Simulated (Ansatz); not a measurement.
System: bcc Ba. Method: BLYP (PAW; Ansatz, a first-principles code).

Settings: plane-wave cutoff 520 eV, 16×16×16 k mesh, Fermi–Dirac smearing 0.05 eV, scalar-relativistic PAW data made under PBE.

Cell (relaxed at this level):

```
Ba
1.0
   -2.55195     2.55195     2.55195
    2.55195    -2.55195     2.55195
    2.55195     2.55195    -2.55195
Ba
1
Direct
  0.00000   0.00000   0.00000
```

What does this level give for the bulk modulus B0 and pressure derivative B′ of the bulk modulus?


bulk modulus B0: 8.30 GPa
pressure derivative B′ of the bulk modulus: 3.1

The run finds no gap.

Measured, for comparison: bulk modulus 9.34 GPa (corrected for temperature and zero-point phonon effects, our sources range from 9.34 to 10.6; as tabulated in Levämäki et al. (2014), arXiv:1402.3671). Computed (rounded) less measured: bulk modulus -11 % (-11 % to -22 % over the range).

Spin–orbit coupling is not included.

Computed values are for the static lattice.

It cost very roughly 70 core-seconds of CPU time.
